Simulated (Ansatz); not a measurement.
Basis-set extrapolation for ammonia (PBE0-D4/def2-TZVP geometry, frozen core, Ansatz 0.2.0). Multiplicity 1, RHF reference.

|  | def2-TZVPP | def2-QZVPP |
| --- | --- | --- |
| HF | -56.221043 | -56.224390 |
| MP2 correlation | -0.234765 | -0.251451 |
| CCSD(T) correlation | -0.254903 | -0.269797 |

Energies in hartree. Use E(X) = E(∞) + A·exp(−7.88·√X) for Hartree–Fock and E(X) = E(∞) + B·X^(−2.97) for correlation, with X = 3 and 4.

**Question.** What is the CCSD(T) energy at the basis-set limit?

**Answer.** HF limit: -56.224390 + (-0.003347) × 0.13774 = -56.22485. Correlation limit: -0.269797 + (-0.014894) × 0.74074 = -0.28083. Total: -56.50568 hartree, 78.1 kJ/mol below CCSD(T)/def2-TZVPP.
